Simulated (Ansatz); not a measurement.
A made-up structure of CH5AlB, doublet:

B1  (-1.499, 0.439, -0.897)
Al2  (0.220, 0.637, -0.418)
C3  (0.566, -0.635, 0.706)
H4  (-2.497, 0.333, -1.181)
H5  (1.252, 1.877, -1.010)
H6  (0.832, -0.050, 1.604)
H7  (1.366, -1.171, 0.169)
H8  (-0.239, -1.430, 1.028)
(Å)

It is relaxed with PBE-D4/def2-SVP and then PBE0-D4/def2-TZVP (Ansatz 0.2.0). Atoms count as bonded within 1.22 times the sum of their covalent radii (H–H: 0.88 Å). The end point is not checked to be a true minimum.

(1) Does its bonding change? (A judgement: the text doesn't fix the answer.)

Results:

(1) By the calculation: No: no bond forms or breaks.

Where it ends: The first stage lowers the energy by 2.08 eV in 8 steps. It ends as CH₅AlB ([BH][AlH][CH3]):
| atom | x (Å) | y (Å) | z (Å) |
| --- | --- | --- | --- |
| B1 | -1.7930 | 0.6081 | -1.1384 |
| Al2 | 0.1271 | 0.6250 | -0.4429 |
| C3 | 0.7664 | -0.7092 | 0.8386 |
| H4 | -2.9086 | 0.6085 | -1.5505 |
| H5 | 1.0652 | 1.7826 | -1.0037 |
| H6 | 1.1239 | -0.2201 | 1.7504 |
| H7 | 1.6164 | -1.2597 | 0.4226 |
| H8 | 0.0026 | -1.4352 | 1.1238 |

Labels in which every atom is bracketed show which atoms are joined, not bond orders.

For scale, one of the runs: PBE0-D4/def2-TZVP relaxation, 129 basis functions, launched by `ansatz run in.yaml --threads 2 --pin off --events-out ev --progress --plain --max-ram 4352MiB`. Hardware: 2 CPU threads of an Intel Xeon Platinum 8175M, shared host. Wall time about 27 s.
